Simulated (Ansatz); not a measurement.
Run this with Ansatz 0.2.0, Python API and show what comes out.

The script, `composite.py`:
```python
"""Relax C2H5S cheaply, then refine its energy."""

import warnings

import ansatz as az
import numpy as np

BASIS = "def2-SVP"
FUNCTIONAL = "B3LYP"

GEOMETRY = """
C    -0.73450    1.08570   -0.65510
S     0.85200    0.62550   -0.50110
C     0.61170   -0.86610    0.47910
H    -1.52230    0.57980   -0.22600
H    -1.00630    2.02230   -1.24690
H     0.17400   -0.61240    1.44950
H     1.65020   -1.31150    0.69140
H     0.06720   -1.58040   -0.04660
"""

warnings.simplefilter("ignore", az.DeckWarning)

system = az.Crystal.molecule()
for line in GEOMETRY.strip().splitlines():
    symbol, *xyz = line.split()
    system = system.atom(symbol, [float(v) for v in xyz])

calc = (
    system.calculation()
    .basis(gaussian=BASIS)
    .functional(FUNCTIONAL)
    .spin("collinear", total=1)
)
symbols = [site.symbol for site in system.cartesian_sites]
start = np.array([site.position_ang for site in system.cartesian_sites], dtype=float)
r = calc.relax(force_tolerance=0.01).run().report
end = np.array(r["positions_ang"])
print("final positions (A) and the move of each atom")
for symbol, xyz, old in zip(symbols, end, start):
    print(f"{symbol:2s} {xyz[0]:10.5f} {xyz[1]:10.5f} {xyz[2]:10.5f}   {np.linalg.norm(xyz - old):7.4f}")

minimum = az.Crystal.molecule()
for symbol, place in zip(symbols, end):
    minimum = minimum.atom(symbol, place.tolist())
at_minimum = minimum.calculation().spin("collinear", total=1)
# MP2 extrapolated to the basis limit, plus the small-basis difference CCSD(T) - MP2
level = lambda method, basis: at_minimum.basis(gaussian=basis).correlation(method).run().report
small, large, cluster = level("mp2", "cc-pVDZ"), level("mp2", "cc-pVTZ"), level("ccsd_t", "cc-pVDZ")
corr = lambda each: (each["free_energy_ev"] - each["reference_energy_ev"]) / 27.211386246
mp2_limit = (27 * corr(large) - 8 * corr(small)) / 19
pieces = {"HF / cc-pVTZ": large["reference_energy_ev"] / 27.211386246, "MP2 correlation, DZ-TZ limit": mp2_limit, "CCSD(T) - MP2 / cc-pVDZ": corr(cluster) - corr(small)}
for name, value in pieces.items():
    print(f"{name:32s} {value:14.6f} Ha")
print(f"{'sum':32s} {sum(pieces.values()):14.6f} Ha")
print("T1 diagnostic", round(cluster["correlation"]["coupled_cluster"]["t1_diagnostic"], 4))
```

```console
$ python composite.py
final positions (A) and the move of each atom
C    -0.79019    1.10273   -0.72078    0.0878
S     0.84893    0.63771   -0.47598    0.0281
C     0.66004   -0.89227    0.49140    0.0563
H    -1.58806    0.70487   -0.08992    0.1962
H    -0.95815    1.99537   -1.32529    0.0959
H     0.13275   -0.69268    1.43649    0.0912
H     1.67122   -1.25950    0.71493    0.0608
H     0.11546   -1.65334   -0.08655    0.0962
HF / cc-pVTZ                        -476.174876 Ha
MP2 correlation, DZ-TZ limit          -0.547516 Ha
CCSD(T) - MP2 / cc-pVDZ               -0.060276 Ha
sum                                 -476.782668 Ha
T1 diagnostic 0.0177
```

The settings weren't tested for convergence. The sum leaves out core correlation, relativity, the Hartree-Fock basis error and zero-point energy; a DZ-TZ extrapolation is rough. The run takes the species as open-shell (spin multiplicity 2), which needn't be its ground state. b3lyp holds the VWN-RPA fit, as in Gaussian; the form of ORCA and Turbomole is b3lyp5. Inner cores stay frozen, so this is valence correlation. For Al to Cl the sets with a tight d function, cc-pV(X+d)Z, are usual. An extrapolation from small basis sets is rough. The whole script took 43 s on 1 thread of Arm Neoverse V1, on a shared host, peak memory 0.41 GiB.
